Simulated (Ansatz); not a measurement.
Ansatz (a quantum-chemistry and plane-wave program) input:

Ansatz 0.2 input:
```yaml
crystal:
  periodic: [false, false, false]
  atoms:
    - {symbol: C, position_ang: [0.24243516, -0.19849135, -1.22253028]}
    - {symbol: C, position_ang: [-0.03825523, -0.01277160, 0.02051421]}
    - {symbol: H, position_ang: [-0.23057535, -0.63963619, -2.07626433]}
    - {symbol: O, position_ang: [-0.12431303, 0.23840173, 1.16104509]}
basis:
  gaussian:
    orbitals: aug-cc-pVDZ
magnetization: {spin_polarized: true, initial_magnetization: 1}
correlation: {method: ccsd_t, electrons: outside_noble_gas}
output: {forces: true}
```

Q: Which total energy does the run end on?

A: -151.56428 Eh (CCSD(T)/aug-cc-pVDZ). The basis has 78 functions.

It need not be the lowest isomer of its formula.
